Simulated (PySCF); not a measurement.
**SiC⁺: energy against distance**

Set-up: PySCF, no relativity, basis sets Si def2-TZVPPD, C def2-TZVPPD. Energies in eV from Si⁺ + C in their ground configurations at the same level. All curves are PBE0. state 1: ⁴Σ⁻ (quartet), unpaired electrons σ ↑, π ↑↑; state 2: Ms = 0.5 determinant of mixed spin (⟨S²⟩ near 1.8), unpaired electrons σ ↓, π ↑↑, a second solution, started from another occupation; state 3: Ms = 0.5 determinant of mixed spin (⟨S²⟩ near 1.8), unpaired electrons σ ↑, π ↑↓, a mixture of terms (⟨Lz²⟩ = 2.0), a second solution, started from another occupation; state 4: ²Π (doublet), unpaired electrons π ↑, a second solution, started from another occupation.

```tsv
R (Å)	state 1	state 2	state 3	state 4
1.565	-2.772	-2.133	-2.086	0.200
1.638	-3.359	-2.727	-2.689	-0.756
1.711	-3.682	-3.058	-3.027	-1.409
1.765	-3.796	-3.179	-3.153	-1.747
1.820	-3.827	-3.216	-3.196	-1.984
1.875	-3.793	-3.190	-3.174	-2.139
1.947	-3.674	-3.082	-3.072	-2.247
2.038	-3.445	-2.867	-2.863	-2.264
2.148	-3.102	-2.542	-2.546	-2.166
2.293	-2.602	-2.065	-2.081	-1.915
```

Problem. Put a parabola through the three lowest points of the state 1 curve and estimate Re, k and ωe (reduced mass 8.398 u; 1 eV/Å² = 0.16022 mdyn/Å; ωe = 1302.8·√(k/μ) cm⁻¹).

Solution. Through R = 1.765, 1.82, 1.875 Å the second-order coefficient is 10.7 eV/Å², so Re ≈ 1.819 Å, k ≈ 3.44 mdyn/Å and ωe ≈ 834 cm⁻¹. A polynomial fit of higher order to the unrounded PBE0 energies gives Re = 1.816 Å, k = 3.50 mdyn/Å, ωe = 841 cm⁻¹; anharmonicity and rounding make the difference.

The higher-order fit for each curve: state 1: Re = 1.816 Å, ωe = 841 cm⁻¹, De = 3.83 eV; state 2: Re = 1.822 Å, ωe = 825 cm⁻¹, minimum 3.22 eV below the ground-state fragments; state 3: Re = 1.827 Å, ωe = 819 cm⁻¹, minimum 3.20 eV below the ground-state fragments; state 4: Re = 2.006 Å, ωe = 640 cm⁻¹, minimum 2.27 eV below the ground-state fragments.

For an ion De counts to the pair picked by the measured ionisation energies or electron affinities, which need not be the lowest pair at this level. The state is the lowest determinant that a PBE0 search found; another state may lie lower at other levels.
